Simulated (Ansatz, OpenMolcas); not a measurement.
# SiNH5 (SMILES [SiH3]N): the vertical energy of the triplet above the singlet, rung by rung

SiNH5: 7 atoms, total charge 0, spin state singlet. As SMILES, `[SiH3]N`. The shape is that of a PBE0-D4/def2-TZVP optimisation.

```xyz
7

Si   -0.4130   -0.2927   -0.4224
N     0.6118    0.3487    0.8013
H    -0.0183   -1.7063   -0.6533
H    -1.8132   -0.2171    0.0689
H    -0.3679    0.4027   -1.7440
H     0.3916    1.2382    1.2195
H     1.6091    0.2265    0.7299
```

Quantity: the vertical energy of the triplet above the singlet, in eV. The values are calculated.

```json
{"level": "SVWN5/def2-TZVP", "kind": "LDA", "program": "Ansatz", "value (eV)": "5.56", "CPU time (all runs)": "8 s"}
{"level": "M06-L/def2-TZVP", "kind": "meta-GGA", "program": "OpenMolcas", "value (eV)": "6.10", "CPU time (all runs)": "2.9 min"}
{"level": "TPSS/def2-TZVP", "kind": "meta-GGA", "program": "OpenMolcas", "value (eV)": "5.72", "CPU time (all runs)": "3.1 min"}
{"level": "M06-2X/def2-TZVP", "kind": "hybrid meta-GGA", "program": "OpenMolcas", "value (eV)": "6.22", "CPU time (all runs)": "2.8 min"}
{"level": "r2SCAN0/def2-TZVP", "kind": "hybrid meta-GGA", "program": "Ansatz", "value (eV)": "5.80", "CPU time (all runs)": "24 s"}
{"level": "HSE06/def2-TZVP", "kind": "range-separated hybrid", "program": "Ansatz", "value (eV)": "5.80", "CPU time (all runs)": "15 s"}
{"level": "wB97M-V/def2-TZVP", "kind": "range-separated hybrid", "program": "Ansatz", "value (eV)": "6.24", "CPU time (all runs)": "2.1 min"}
{"level": "MP2/def2-TZVP", "kind": "perturbation theory", "program": "Ansatz", "value (eV)": "6.47", "CPU time (all runs)": "5.8 s"}
```

The values span 5.56 to 6.47 eV. A triplet this far above the singlet is often a Rydberg-like or dissociative state; sets without diffuse functions put Rydberg states too high. Times are those of the runs behind each value, whatever else they computed, on shared processors of several kinds: orders of magnitude only.
